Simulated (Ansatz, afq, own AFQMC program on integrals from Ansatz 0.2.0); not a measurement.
Integrals from Ansatz 0.2.0, then the random walk in our own AFQMC program (afq).

```yaml
crystal:
  periodic: [false, false, false]
  atoms:
    - {symbol: Si, position_ang: [-0.097076, 0.000000, 0.649427]}
    - {symbol: N, position_ang: [0.124850, 0.000000, -1.219443]}
    - {symbol: H, position_ang: [0.572727, -1.226824, 1.175111]}
    - {symbol: H, position_ang: [0.572727, 1.226824, 1.175111]}
    - {symbol: H, position_ang: [-0.087733, -0.830073, -1.750103]}
    - {symbol: H, position_ang: [-0.087733, 0.830073, -1.750103]}
basis:
  gaussian: {orbitals: 6-31G}
magnetization: {spin_polarized: true, initial_magnetization: 1}
correlation: {method: ccsd_t, electrons: outside_noble_gas, hamiltonian_folder: ham}
```

```sh
$ ansatz run in.yaml --threads 1 --pin off --events-out ev --progress --plain --max-ram 1382MiB
```

afq runs on the folder ham with

```
--method free --trial cisd --walkers 70 --time-step 0.03 --max-blocks 80 --target-error 0.00043 --factor-cut 1e-05 --seed 8497 --times 0,0.21,0.42,0.81,1.2,1.8,2.4,3 --taylor-order 8
```

Times are imaginary, in 1/Eh. The walk had a cap of 512 s.

Output of the walk:

```
orbitals 24  electrons 7 6  factors 171 of 400
reference energy -345.59721937 Eh
CCSD correlation -0.18354104 Eh in 12 cycles, weight of the determinant in the CISD state 0.9040
repeat  energy at the last time / Eh  error
    10  -345.786530  0.001487
    20  -345.786119  0.000967
    30  -345.785949  0.000692
    40  -345.785811  0.000556
    50  -345.785495  0.000477
    60  -345.785526  0.000449
    70  -345.785513  0.000406
time / (1/Eh)  energy / Eh  error  mean overlap
  0.00  -345.780935  0.000208  1.1073
  0.21  -345.783049  0.000211  1.1003
  0.42  -345.783673  0.000206  1.1054
  0.81  -345.784230  0.000204  1.1135
  1.20  -345.785015  0.000265  1.1043
  1.80  -345.784897  0.000234  1.1035
  2.40  -345.784595  0.000259  1.1204
  3.00  -345.785541  0.000403  1.0928
energy -345.785541 +/- 0.000403 Eh
```

The run passed its tests (error under three times the target), which doesn't prove that it has relaxed.

Against this walk (error 11.0 meV) on the same determinant: CCSD(T) 37.7 meV higher, CCSDT(Q) 10.4 meV higher (within the noise). The error is statistical, and a free projection of finite length keeps a remainder of its start. The last points scatter (meV from the last: 36 ± 6 at 0.81, 14 ± 7 at 1.20, 18 ± 6 at 1.80, 26 ± 7 at 2.40, 0 ± 11 at 3.00); the last is the one printed as the energy, and the gaps above move with that scatter.

Cautions: remainder of the start not in the error.

The walk took 100 s on 1 thread of Arm Neoverse V1 (shared host). The log's last line is the free-projection energy.

CCSDT and higher add their correlation energy to the determinant of the CCSD(T) run, since their own runs factorise the integrals more tightly (a shift of under 2 meV). A walk keeps the symmetry of its determinant, which the program's search chose and which needn't be the lowest solution, so a lower state of the same spin and another symmetry isn't excluded.
